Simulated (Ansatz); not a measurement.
Pyrite RuS2, treated with PBE (Ansatz, a quantum-chemistry and plane-wave program, plane waves, PAW).

Settings: plane-wave cutoff 520 eV, 6×6×6 k mesh, Fermi–Dirac smearing 0.01 eV, no spin polarisation, scalar-relativistic PAW data made under PBE.

The cell is scaled about its equilibrium volume:

Shape and atoms are relaxed at each volume.

```tsv
V (Å³/atom)	P (GPa)	direct gap at Γ (eV)	smallest gap on the k mesh (eV)
14.420	7.82	0.829	0.587
14.720	3.68	0.818	0.587
15.021	0.00	0.812	0.592
15.321	-3.26	0.807	0.598
15.621	-6.16	0.800	0.599
```

The fundamental gap (0.57 eV at the equilibrium volume, with added k points) lies elsewhere than Γ–Γ.

Note: the bulk modulus comes from volumes at which shape and atoms were relaxed.

Spin–orbit coupling is not included.
